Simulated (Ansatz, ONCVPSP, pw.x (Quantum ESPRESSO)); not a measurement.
## Tc: does the ONCV potential hold in the solid?

technetium (Tc), optimised norm-conserving Vanderbilt (ONCV), made with ONCVPSP 4.0.1.1 (patched build) (PBEsol, scalar-relativistic). Core [Ar] 3d10, reference 4s2 4p6 4d5 5s2. Waves: 4s+5s: rc 1.90 bohr, ncon 4, nbas 7, qcut 5.9 1/bohr, 2 projectors; 4p: rc 1.95 bohr, ncon 3, nbas 6, qcut 5.4 1/bohr, 2 projectors, debl 2.9 Ha; 4d: rc 2.45 bohr, ncon 4, nbas 8, qcut 5.7 1/bohr, 3 projectors, debl 0.4 Ha. Local part: polynomial inside 1.65 bohr (lpopt 5, dvloc0 2 Ha). Core correction: none.

Crystal test: sc Tc in pw.x 7.5, no spin, 13³ k-points, Fermi–Dirac smearing 0.01 Ry, cutoffs 40/160 Ry. The reference is all-electron LAPW (Ansatz 0.2.0) with the same functional, mesh and smearing; V0 and B0 come from Birch–Murnaghan fits to the pressures at five volumes. Errors are pseudo minus all-electron; Δ is the rms difference of the E(V) curves that follow from these fits, minima aligned, over ±6 % about the mean V0. Mesh and smearing are coarse, so the numbers serve the comparison and aren't converged zero-temperature values; the lattice is a test structure that the element need not adopt.

All-electron: a0 = 2.505 Å (V0 = 15.71 Å³/atom), B0 = 243.8 GPa.

**Question.** How far does the potential miss the all-electron equation of state?

**Answer.** mean pressure error (GPa): +0.87; a0 (Å): 2.508; a0 error (%): +0.12; B0 error (%): -0.4; Δ (meV/atom): 3.0.

```csv
V (Å³/atom),P all-electron (GPa),P pseudo (GPa)
14.940,13.77,14.79
15.333,6.31,7.25
15.726,-0.20,0.67
16.119,-5.88,-5.08
16.512,-10.83,-10.11
```

**Question.** At the middle volume, how do free energy and pressure move when the wave cutoff is lowered (ecutrho kept at four times it)?

**Answer.**

```
cutoff (Ry)  shift of F (meV/atom)  shift of P (GPa)
         18                +7791.1           -333.22
         24                 +632.5            -49.27
         32                   +7.7             -0.62
```

Input at the middle volume:

```
&control
  calculation='scf', prefix='x', pseudo_dir='./', outdir='./tmp', tstress=.true., disk_io='low'
/
&system
  ibrav=0, nat=1, ntyp=1, ecutwfc=40, ecutrho=160, nbnd=15,
  occupations='smearing', smearing='fd', degauss=0.01
/
&electrons
  conv_thr=1e-09, mixing_beta=0.4, electron_maxstep=70
/
ATOMIC_SPECIES
Tc 1.0 Tc.UPF
CELL_PARAMETERS angstrom
  2.50537510 0.00000000 0.00000000
  0.00000000 2.50537510 0.00000000
  0.00000000 0.00000000 2.50537510
ATOMIC_POSITIONS crystal
Tc 0.0000 0.0000 0.0000
K_POINTS automatic
13 13 13 0 0 0
```

```bash
pw.x < Tc.scf.in > Tc.scf.out
```

Lines of the output:

```
Message from routine setup:
     using ibrav=0 with symmetry is DISCOURAGED, use correct ibrav instead
     lattice parameter (alat)  =       4.7345  a.u.
     unit-cell volume          =     106.1243 (a.u.)^3
     number of electrons       =        15.00
     number of Kohn-Sham states=           15
     kinetic-energy cutoff     =      40.0000  Ry
     charge density cutoff     =     160.0000  Ry
     scf convergence threshold =      1.0E-09
     Exchange-correlation= PBESOL
     number of k points=    84  Fermi-Dirac smearing, width (Ry)=  0.0100
     iteration #  1     ecut=    40.00 Ry     beta= 0.40
     total energy              =    -161.17149036 Ry
     estimated scf accuracy    <       0.01243936 Ry
     iteration #  2     ecut=    40.00 Ry     beta= 0.40
     total energy              =    -161.17124250 Ry
     estimated scf accuracy    <       0.00275270 Ry
     iteration #  3     ecut=    40.00 Ry     beta= 0.40
     total energy              =    -161.17129485 Ry
     estimated scf accuracy    <       0.00023232 Ry
     iteration #  4     ecut=    40.00 Ry     beta= 0.40
     total energy              =    -161.17130492 Ry
     estimated scf accuracy    <       0.00000300 Ry
     iteration #  5     ecut=    40.00 Ry     beta= 0.40
     total energy              =    -161.17130497 Ry
     estimated scf accuracy    <       0.00000021 Ry
     iteration #  6     ecut=    40.00 Ry     beta= 0.40
     total energy              =    -161.17130499 Ry
     estimated scf accuracy    <          5.2E-09 Ry
     iteration #  7     ecut=    40.00 Ry     beta= 0.40
     the Fermi energy is    20.5617 ev
!    total energy              =    -161.17130499 Ry
     estimated scf accuracy    <          3.4E-10 Ry
     smearing contrib. (-TS)   =      -0.00552294 Ry
     The total energy is F=E-TS. E is the sum of the following terms:
     one-electron contribution =     -34.70650568 Ry
     hartree contribution      =      25.90870014 Ry
     xc contribution           =     -17.52890085 Ry
     ewald contribution        =    -134.83907567 Ry
     convergence has been achieved in   7 iterations
          total   stress  (Ry/bohr**3)                   (kbar)     P=        6.65
```

The run at the middle volume (84 k-points, 7 iterations) took about 3.7 s on one core of a shared host (Neoverse-V1, 32 threads, 247 GiB, load 12).
